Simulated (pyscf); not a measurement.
Optimised with ωB97X-D3(BJ)/def2-SVP in PySCF. Correlated levels are frozen-core, on RHF or UHF. ΔMP2 is the change of the MP2 total energy from the triple- to the quadruple-zeta basis.

SMILES: C(#C)C#C
```xyz
6

C      0.9770     0.4935    -1.7679
C      0.5029     0.3109    -0.6683
C     -0.0420     0.1016     0.5947
C     -0.5164    -0.0803     1.6943
H      1.3983     0.6557    -2.7450
H     -0.9379    -0.2424     2.6713
```

**Question.** What is the homolytic dissociation enthalpy (298 K, CCSD(T)/def2-TZVPP + ΔMP2(QZVPP)) of the C–C bond of HC≡C–C≡CH, to •C≡CH + •C≡CH?

**Answer.** C–C to •C≡CH + •C≡CH: 7.06 eV. The radicals are drawn with the spin at the cut bond; how far it spreads was not checked. The CCSD(T) − MP2 part came from Ansatz, without density fitting, on the same reference. An open-shell T1 diagnostic exceeds 0.045. A UHF reference is spin-contaminated (<S²> up to 1.15), which harms MP2 most. C₂H has a Π state close over its Σ ground state, and the state reached was not checked.
